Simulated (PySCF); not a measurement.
CH3S, SMILES C[S], multiplicity 2.

Geometry: r2SCAN-D4/def2-TZVP. The isomer is the one that the SMILES or the coordinates give; other isomers of the formula were not compared.

Level of theory: PySCF with TDA-PBE0/def2-TZVPD.

Vertical excitations. Gas-phase values at a fixed geometry.

Computed excitation energies, oscillator strengths and character:
```csv
state,energy (eV),λ (nm),f,main pairs
root 1,0.29,4273,0.000,β HOMO→LUMO 99 %
root 2,4.05,306,0.003,β HOMO−1→LUMO 99 %
root 3,5.28,235,0.000,"α HOMO→LUMO 28 %, β HOMO→LUMO+1 53 %"
root 4,5.78,214,0.003,"α HOMO→LUMO 54 %, β HOMO→LUMO+1 40 %"
root 5,6.06,205,0.004,"α HOMO→LUMO+1 15 %, α HOMO→LUMO 10 %, β HOMO→LUMO+2 68 %"
root 6,6.38,194,0.048,"α HOMO→LUMO+1 74 %, β HOMO→LUMO+2 21 %"
root 7,6.66,186,0.020,"α HOMO→LUMO+3 6 %, β HOMO→LUMO+3 84 %"
root 8,6.74,184,0.031,"α HOMO→LUMO+3 6 %, β HOMO−2→LUMO 86 %"
root 9,6.76,183,0.000,"β HOMO→LUMO+4 65 %, β HOMO−3→LUMO 33 %"
root 10,6.80,182,0.000,α HOMO−1→LUMO 86 %
```
Unrestricted roots are not spin-pure.
